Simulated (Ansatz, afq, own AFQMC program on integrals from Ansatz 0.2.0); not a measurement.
**Where AFQMC and coupled cluster stand for AlH3, singlet**

```xyz
4

Al    0.0165   -0.0280    0.0001
H     1.6023   -0.0129    0.0000
H    -1.2804    2.1699   -0.0044
H    -0.7634   -1.4088    0.0029
```

Basis cc-pVDZ. Noble-gas cores (and the filled d shells of Ga–Kr and In–Xe) are frozen. Ansatz 0.2.0 and our own AFQMC program on the same integrals; the CISD trial comes from CCSD amplitudes, and released means the phaseless constraint is let go. Uncertainties: one standard error, sampling alone.

Determinant: UHF, the one that the program's search chose, which needn't be the lowest solution. The geometry is a point of a scan.

Full CI on the same integrals is exact in this basis and with this determinant's frozen core.

Cautions: higher spins were not checked; an unrestricted solution with more broken spin lies lower (177 meV, ⟨S²⟩ 0.44), while this determinant keeps restricted orbitals; strong correlation (T1 0.025, weight of the determinant 0.89, largest double 0.22).

```
T1 diagnostic                               : 0.0253
weight of the determinant in the CISD state : 0.889
⟨S²⟩ of the determinant                     : 0.000
size of the correlated space                : 6 electrons in 28 orbitals
```

| level | correlation energy (eV) |
| --- | --- |
| MP2 | -2.1880 |
| CCSD | -3.0499 |
| CCSD(T) | -3.1095 |

Estimate where AFQMC with the constraint released lies against CCSD(T) on the same integrals.

0.53 ± 0.03 kcal/mol below CCSD(T).

Reference: full CI, correlation energy -3.134 eV. The released energy is read at 2.40 1/Eh (meV from the phaseless value at times in 1/Eh: -2.4 ± 1.8 at 0.24, -2.0 ± 1.7 at 0.51, -3.2 ± 1.6 at 0.99, -5.6 ± 1.1 at 1.62, -5.5 ± 1.5 at 2.40).

```tsv
level	E − E(reference) (kcal/mol)	share of correlation (%)
CCSD(T)	0.57	99.21
CCSDT	0.07	99.90
CCSDT(Q)	0.02	99.98
CCSDTQ	0.00	100.00
ph-AFQMC/CISD	0.16 ± 0.03	99.77
released AFQMC	0.04 ± 0.03	99.95
```

CCSDT and higher add their correlation energy to the determinant of the CCSD(T) run, since their own runs factorise the integrals more tightly (a shift of under 2 meV). A walk keeps the symmetry of its determinant, which the program's search chose and which needn't be the lowest solution, so a lower state of the same spin and another symmetry isn't excluded. Released energies are given only where the last usable release times agree within the noise; a slower fall can still hide under it.
